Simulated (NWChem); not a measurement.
# Correlation energy of HO

```
O
H 1 0.9764
```
Charge 0, spin multiplicity 2.

All runs are NWChem calculations. All single points use one geometry, from UPBE0/def2-SVP, a minimum by its harmonic frequencies.

Basis set: cc-pVTZ. Each correlation energy counts from its own Hartree-Fock reference.

The correlated methods keep 1 core orbital frozen. The structure started from a generated list of species. The unpaired electrons of the parent sit in orbitals of symmetry b1 (C2v labels of the run); other states weren't searched. No SCF solution was tested for a lower state. Open-shell Hartree-Fock references start from PBE0 orbitals. Coupled-cluster values serve here as a point of comparison, not as the truth.

For the correlation energy, URI-MP2 gives -199.8 mHa and UMP2 gives -199.9 mHa. What do SCS-UMP2, CCSD on ROHF, CCSD[T] on ROHF give?

SCS-UMP2: -199.2 mHa; CCSD on ROHF: -218.3 mHa; CCSD[T] on ROHF: -223.7 mHa.
